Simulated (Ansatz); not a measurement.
Species: C$_{3}$H$_{9}$N, SMILES `CN(C)C` (charge 0, multiplicity 1).

**Question.** Give a relaxed geometry from PBE0-D3(BJ)/def2-SVP run with Ansatz (a first-principles code).

**Answer.** the end point of this relaxation (outside a Z-matrix the atoms follow the SMILES, hydrogens last).
Z-matrix (Å, degrees):
```
N
C 1 1.4384
H 2 1.1014 1 110.22
H 2 1.1014 3 107.71 1 120.28
H 2 1.1157 3 107.57 4 115.69
C 1 1.4384 2 112.48 3 175.25
H 6 1.1014 1 110.22 2 -56.48
H 6 1.1014 7 107.71 1 120.28
H 6 1.1157 7 107.57 8 115.69
C 1 1.4384 2 112.48 3 -56.49
H 10 1.1014 1 110.22 2 175.24
H 10 1.1014 11 107.71 1 120.28
H 10 1.1157 11 107.57 12 115.69
```
